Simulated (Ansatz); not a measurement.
Ideal-gas functions of NO2− (`O=N[O-]`) at 600 K and 1 bar, from an Ansatz frequency run at PBE0-D4/def2-TZVPD.

Molar mass 46.0 g/mol, point group C2v (symmetry number 2), electronic degeneracy 1, moments of inertia 4.155, 35.989, 40.144 u Å². Harmonic wavenumbers (cm⁻¹, unscaled): 818, 1364, 1388.

Use S(trans) = R[1.5 ln M + 2.5 ln T − 1.1517]; rotational temperatures θ = 24.2544 K / I; S(rot) = R[ln(√π/σ · √(T³/θAθBθC)) + 1.5]; for each mode x = 1.438777 ν̃/T, S = R[x/(eˣ − 1) − ln(1 − e⁻ˣ)] and H = RT x/(eˣ − 1); 1 cm⁻¹ = 0.0119627 kJ/mol; R = 8.31446 J/(mol·K).

By hand: the entropy, in J/(mol·K).

Translation 171.1. Rotation: θ = 5.8374, 0.6739, 0.6042 K, giving 87.6. Vibration, mode by mode: 3.93, 1.40, 1.33, in all 6.7. Electronic 0.0. Sum 265.4 J/(mol·K).

By hand: H − E and G − E in kJ/mol, counted from the electronic energy.

Zero-point energy ½ × 3570 × 0.0119627 = 21.4; thermal vibration 2.9; translation, rotation and pV give 4 RT = 20.0. H − E = 44.3 kJ/mol, and G − E = 44.3 − 600 × 265.4/1000 = -114.9 kJ/mol.

Vibration gives 3 % of the entropy.
